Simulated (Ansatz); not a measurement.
A made-up structure of CH4SSi, singlet:

```xyz
7
angstrom
C 0.7257 0.2023 0.5009
Si -0.7196 -0.0945 -0.5974
S -0.6044 -1.3867 0.7379
H -0.5211 -0.6191 -1.9019
H -1.8741 0.7247 -0.4847
H 0.6939 1.0032 1.1946
H 1.7017 0.0022 0.1390
```

It is relaxed with PBE-D4/def2-SVP and then PBE0-D4/def2-TZVP (Ansatz 0.2.0). Atoms count as bonded within 1.22 times the sum of their covalent radii (H–H: 0.88 Å). The end point is not checked to be a true minimum.

Task: Does its bonding change? (Judge from chemistry; the calculation decides.)

Result: The calculation gives: No: no bond forms or breaks.

Where it ends: The first stage lowers the energy by 1.49 eV in 6 steps. It ends as CH₄SSi ([CH2]1[SiH2][S]1):
| atom | x (Å) | y (Å) | z (Å) |
| --- | --- | --- | --- |
| C1 | 0.6603 | 0.1523 | 0.4859 |
| Si2 | -0.7650 | -0.0813 | -0.6532 |
| S3 | -0.3421 | -1.3465 | 0.9501 |
| H4 | -0.5199 | -0.5668 | -2.0283 |
| H5 | -1.9258 | 0.8296 | -0.5556 |
| H6 | 0.6301 | 0.9361 | 1.2366 |
| H7 | 1.6645 | -0.0913 | 0.1530 |

Labels in which every atom is bracketed show which atoms are joined, not bond orders.

For scale, one of the runs: PBE0-D4/def2-TZVP relaxation, 129 basis functions, launched by `ansatz run in.yaml --threads 2 --pin off --events-out ev --progress --plain --max-ram 4352MiB`. Hardware: 2 CPU threads of an Arm Neoverse V2, shared host. Wall time about 14 s.
